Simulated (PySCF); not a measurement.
Method: PBE0-D3(BJ)/def2-TZVP (PySCF). Gas-phase values, no solvent. 

Reference species (SMILES): `[CH2]` (lower triplet) (neutral, multiplicity 3).

* **dipole moment**: 0.64 D
* **highest occupied spin orbital**: -7.17 eV

Changed species: `[CH]F` (excited triplet) (X = fluoro, multiplicity 3; the reference has X = H, multiplicity 3).

Q: What does the change do to the dipole moment and highest occupied spin orbital?

A: the dipole moment rises by 0.40 D, to 1.04 D; the highest occupied spin orbital goes up by 0.71 eV, to -6.46 eV.
